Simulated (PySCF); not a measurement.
methanol (CH4O), SMILES CO. Atoms are numbered in the order given.

```xyz
6

C     -0.0200     0.6641     0.0000
O      0.1223    -0.7474     0.0000
H     -0.5456     1.0252     0.8926
H      0.9863     1.0847     0.0000
H     -0.5456     1.0252    -0.8926
H     -0.7537    -1.1408     0.0000
```
Charge 0, spin multiplicity 1.

Geometry optimised at ωB97X-D3(BJ)/def2-TZVP.

Computed with SMD-M06-2X/6-31G* run with PySCF.

Solvation free energies are E(SMD) − E(gas) at the gas-phase geometry, for 1 M in both phases. In vacuum the dipole moment is 1.76 D.

```json
[
 {"solvent": "water", "ΔG(solv) (kcal/mol)": "-4.7", "its non-electrostatic (CDS) part": "2.5", "dipole (D)": "2.21"},
 {"solvent": "toluene", "ΔG(solv) (kcal/mol)": "-1.8", "its non-electrostatic (CDS) part": "-0.4", "dipole (D)": "1.86"},
 {"solvent": "chlorobenzene", "ΔG(solv) (kcal/mol)": "…", "its non-electrostatic (CDS) part": "…", "dipole (D)": "…"}
]
```

**Question.** Fill in the missing entries. (The exact figures need the calculation; the answer reports its results.)

**Answer.** 
- chlorobenzene, ΔG(solv) (kcal/mol): -2.5
- chlorobenzene, its non-electrostatic (CDS) part: -0.2
- chlorobenzene, dipole (D): 1.93
